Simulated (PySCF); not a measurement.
Gas-phase reaction: 4 AlF₂ + 2 CF₄ = 2 Al₂F₆ + C₂F₄

Energies from PySCF, thermal terms from the rigid-rotor harmonic-oscillator model, ideal gas at 1 bar. 'Table' is the NASA 1993 thermochemical table (part measured, part estimated). After a fit of one offset per element over all species, the range-separated, M06-2X, PBE0/def2-QZVP and CCSD(T)/def2-TZVPP enthalpies, where run, lie to one side of the table for AlF₂ (+60 kJ/mol), Al₂F₆ (+36 kJ/mol), C₂F₄ (-34 kJ/mol): a fault of the table's entry, another state or a shared error of the levels is possible; this was not checked at source. S°(298 K) at PBE0/def2-TZVP differs from the NASA 1993 table for Al₂F₆ (+7 J/mol/K); whether the harmonic model or the table's entry is off was not settled. † marks an energy on the PBE0/def2-TZVP geometry and frequencies. Open shells (unrestricted): AlF₂ (multiplicity 2); the rest are closed-shell singlets. For this reaction the table lies outside the span of B3LYP, M06-2X, MP2, PBE0, r2SCAN, ωB97M-V, ωB97X-V in their largest bases here; which side is off was not settled. The harmonic model lacks anharmonicity and excited electronic states, which grow with temperature; levels with a mode under 35 cm⁻¹ are left out. Soft modes under 120 cm⁻¹ make the harmonic entropy rough for Al₂F₆. The table's entry may be an old estimate for AlF₂, Al₂F₆, C₂F₄ (not checked at source).

```json
[
 {"level": "table", "ΔH°(298 K), kJ": "-1281.4", "minus table": "-", "ΔG°(1800 K), kJ": "-454.6"},
 {"level": "BLYP/def2-TZVP†", "ΔH°(298 K), kJ": "-1363.8", "minus table": "-82.4", "ΔG°(1800 K), kJ": "-554.6"},
 {"level": "HF/def2-TZVP†", "ΔH°(298 K), kJ": "-1276.1", "minus table": "5.3", "ΔG°(1800 K), kJ": "-467.0"},
 {"level": "r2SCAN/def2-TZVP†", "ΔH°(298 K), kJ": "-1421.4", "minus table": "-140.0", "ΔG°(1800 K), kJ": "-612.3"},
 {"level": "LDA/def2-TZVP†", "ΔH°(298 K), kJ": "-1423.8", "minus table": "-142.4", "ΔG°(1800 K), kJ": "-614.7"},
 {"level": "ωB97X-V/def2-TZVP†", "ΔH°(298 K), kJ": "-1455.5", "minus table": "-174.1", "ΔG°(1800 K), kJ": "-646.4"}
]
```
